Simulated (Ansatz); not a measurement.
**N2, singlet: vertical spin and charge gaps**

Geometry (PBE0/def2-TZVP stationary point for this spin):

```
atom   x (Å)   y (Å)   z (Å)
   N  0.0000  0.0000  0.0000
   N  0.0000  0.0000  1.0895
```

Basis 6-31G; Ansatz 0.2.0. Only valence electrons are correlated (noble-gas cores frozen). R marks a restricted (for open shells ROHF) determinant. Active spaces: valence = (10e, 8o) chosen from the atoms' valence shells.

Gaps are energies of the second state less the first, at fixed atoms, for a selection of the levels run; each method lands on the state that its own search finds for that charge and spin.

Coupled cluster chose its determinant by a search with trial CCSD, here up to 0.22 eV above the lowest Hartree–Fock solution of its kind, and MP2 stands on that determinant too.

Removing an electron, to the doublet: 14.760 eV at full CI (singlet Ag, doublet ion Ag, in D2h).

```json
{"level": "RMP2", "gap (eV)": "14.352", "error (meV)": "-408"}
{"level": "RCCSD*", "gap (eV)": "14.915", "error (meV)": "155"}
{"level": "RCCSD(T)*", "gap (eV)": "14.817", "error (meV)": "57"}
{"level": "BCCD(T)*", "gap (eV)": "14.817", "error (meV)": "57"}
{"level": "RCCSDT*", "gap (eV)": "14.818", "error (meV)": "58"}
{"level": "CISDTQ", "gap (eV)": "14.795", "error (meV)": "35"}
{"level": "RCCSDT(Q)*", "gap (eV)": "14.749", "error (meV)": "-11"}
{"level": "RCCSDTQ*", "gap (eV)": "14.770", "error (meV)": "10"}
{"level": "CASSCF (valence space)", "gap (eV)": "14.245", "error (meV)": "-515"}
{"level": "NEVPT2 (valence space)", "gap (eV)": "14.645", "error (meV)": "-115"}
{"level": "MRCISD (valence space)", "gap (eV)": "14.737", "error (meV)": "-23"}
{"level": "MRCISD+Q (valence space)", "gap (eV)": "14.758", "error (meV)": "-2"}
{"level": "PBE", "gap (eV)": "15.233", "error (meV)": "473"}
{"level": "r2SCAN", "gap (eV)": "15.552", "error (meV)": "792"}
{"level": "PBE0", "gap (eV)": "15.679", "error (meV)": "919"}
{"level": "B3LYP", "gap (eV)": "15.704", "error (meV)": "944"}
{"level": "wB97M-V", "gap (eV)": "15.847", "error (meV)": "1087"}
{"level": "B2PLYP", "gap (eV)": "15.242", "error (meV)": "482"}
{"level": "RPA-PBE", "gap (eV)": "14.526", "error (meV)": "-234"}
```

An asterisk marks runs whose energy the program itself flagged as in doubt.

Triplet less singlet: 7.976 eV at full CI (singlet Ag, triplet B1u, in D2h).

By full CI's occupations no single determinant describes the triplet well.

```tsv
level	gap (eV)	error (meV)
CISDTQ	7.958	-18
CASSCF (valence space)	8.332	356
NEVPT2 (valence space)	8.070	94
MRCISD (valence space)	8.009	33
MRCISD+Q (valence space)	7.985	9
```

For one of the two states the restricted determinant has another symmetry than the lowest full-CI state, so methods that keep it describe a higher state and are left out.

In so small a basis the reference is far from its limit while semilocal and hybrid functionals are nearer theirs (RPA and double hybrids share part of the reference's basis error), so the functionals' errors here hold much of the reference's basis and frozen-core error, which can add to them or hide them. The set has no polarisation functions, which weighs most on the reference.

Full CI is exact within this basis and frozen core; it isn't the basis-set limit.
